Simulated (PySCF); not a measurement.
# Polarisability of `CC[PH+]1C=C1`

Compound: C4H8P (charge +1).
Geometry (GFN2-xTB, Å), atoms numbered from 1 in this order:
```
atom  x, y, z in Å
C1    -1.4834   -0.6265    0.2948
C2    -1.0296    0.5505   -0.5604
P3     0.7940    0.7521   -0.4897
C4     1.7383    0.1958    0.9176
C5     1.8723   -0.6210   -0.1229
H6    -2.5645   -0.7188    0.2272
H7    -1.2238   -0.4835    1.3419
H8    -1.0448   -1.5612   -0.0488
H9    -1.4821    1.4867   -0.2173
H10   -1.3089    0.4075   -1.6095
H11    1.3585    1.7796   -1.2200
H12    2.0296    0.3606    1.9345
H13    2.3399   -1.5213   -0.4649
```

Level: CAM-B3LYP/def2-SVPD (PySCF), static field, nuclei fixed, core orbitals frozen in the response. The polarisability tensor in these axes (au):

```
x   68.74 -2.62  4.02
y   -2.62 57.17 -3.30
z    4.02 -3.30 56.45
```

What are the eigenvalues, a third of the trace, and Δα (Δα² = ½Σ(αi − αj)² over the three pairs)?

Principal values 53.37, 58.16 and 70.84 au; mean 60.79 au = 9.01 Å³ = 10.02 × 10⁻⁴⁰ C²·m²/J; Δα = 15.63 au (26 % of the mean).

What depolarisation ratio follows for Rayleigh scattering of linearly polarised light, taking the static tensor?

ρ = 3Δα²/(45ᾱ² + 4Δα²) = 733.3/(166282 + 977.7) = 0.00438.

Along which axes do the principal values lie, and how far do the nuclei extend along each?

Largest value along (0.92, -0.25, 0.31), where the nuclei span 4.48 Å; middle along (0.39, 0.75, -0.53), 4.17 Å; least along (-0.10, 0.61, 0.78), 3.07 Å. The response follows the extents in order.

What are the principal values of the traceless quadrupole moment, Θ = ½Σq(3rr − r²1), about the centre of nuclear charge?

-4.35, -2.64, 6.99 D·Å. The values depend on the origin, since the species is charged. The electronic extent ⟨r²⟩ about the same centre is 537 bohr², a root-mean-square distance of 1.81 Å for the 46 electrons.

Sum over states: ᾱ = Σ f/ω², ω in Eh. What share falls to these 8 lowest TDDFT singlets (eV, f)? 6.46, 0.0039; 7.08, 0.0075; 7.24, 0.0394; 7.71, 0.0012; 8.10, 0.1581; 8.62, 0.0117; 8.62, 0.0510; 8.69, 0.0330.

They add up to 3.48 au, 5.7 % of the 60.79 au; the largest single term is 1.78 au, from the state at 8.10 eV. Terms in order: 0.07, 0.11, 0.56, 0.02, 1.78, 0.12, 0.51, 0.32 au. Higher excitations give the rest. The strengths listed sum to 0.306.

Geometry: GFN2-xTB, one conformer, isolated ion.

These values come from a run that also computed excited states. On one thread of an Arm Neoverse V1, no GPU, on a shared host, this took 23 s.
